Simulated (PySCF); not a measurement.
# 1-chloropentane, C$_{5}$H$_{11}$Cl

Geometry:
| atom | x (Å) | y (Å) | z (Å) |
| --- | --- | --- | --- |
| C1 | 2.155 | 0.351 | -0.122 |
| C2 | 0.880 | -0.105 | 0.569 |
| C3 | -0.385 | 0.330 | -0.158 |
| C4 | -1.663 | -0.136 | 0.522 |
| C5 | -2.936 | 0.329 | -0.151 |
| Cl6 | -3.121 | 2.113 | -0.093 |
| H7 | 2.228 | -0.063 | -1.140 |
| H8 | 3.053 | 0.035 | 0.431 |
| H9 | 2.188 | 1.449 | -0.211 |
| H10 | 0.856 | 0.288 | 1.601 |
| H11 | 0.885 | -1.205 | 0.669 |
| H12 | -0.406 | 1.430 | -0.239 |
| H13 | -0.363 | -0.050 | -1.196 |
| H14 | -1.692 | -1.241 | 0.547 |
| H15 | -1.673 | 0.196 | 1.574 |
| H16 | -3.826 | -0.090 | 0.338 |
| H17 | -2.958 | 0.048 | -1.214 |

The calculation used quadratic response CAM-B3LYP/def2-TZVPD first hyperpolarisability, Taylor convention, gas phase (PySCF). Geometry: PBE0-D3(BJ)/def2-SVP.

Problem. Give the tensor of the second harmonic β(−2ω;ω,ω) at 1064 nm in the axes of these coordinates.

Solution. In au, Taylor convention; rows are the first index (the induced dipole):
```tsv
	xx	yy	zz	xy	xz	yz
x	+1.2	+13.0	-2.9	-19.5	-0.4	-3.4
y	-19.4	+3.5	-6.1	+13.2	-3.4	+2.5
z	-0.6	+2.4	+6.5	-3.4	-3.0	-6.1
```
Norm of βᵢ = ⅓ Σⱼ (βᵢⱼⱼ + βⱼᵢⱼ + βⱼⱼᵢ): 26.3 au, hyper-Rayleigh value 15.4 au.
